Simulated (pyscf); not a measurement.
## Routes from CH₄ (SMILES C) + [Cl–Zn]• (SMILES [Cl][Zn])

Candidate steps break at most two bonds and form at most two. Each was searched with GFN2-xTB (tblite) first. Single points on ωB97X-D3(BJ)/def2-SVP structures (PySCF, gas phase). Energies: ωB97M-D3(BJ)/def2-TZVP, eV, from the separated reactants, doublet surface; ΔG‡ with ideal gas, 1 atm, RRHO with modes under 100 cm⁻¹ raised to 100, one conformer, R ln 2 for chiral ones without a mode under 150 cm⁻¹.

```
products                         type   ΔE‡     ΔE  ΔG‡ 298 K  ΔG‡ 900 K  ν‡ (cm⁻¹)
---------------  --------------------  ----  -----  ---------  ---------  ---------
[H₃C–Zn]• + HCl  four-centre exchange  2.10  +1.73       2.29       2.95       925i
H₃C–Zn–Cl + H•      substitution at C  2.26  +1.58       2.45       3.16      1476i
```

Plain bond fissions and candidates not yet searched are not listed, and one of them may be faster. Each barrier is that of the saddle found; lower ones may exist. The term symbol of open-shell Cl–Zn was not checked; spin-orbit terms and orbital degeneracy are left out. Elements up to Kr have no core potential and no relativistic terms here.
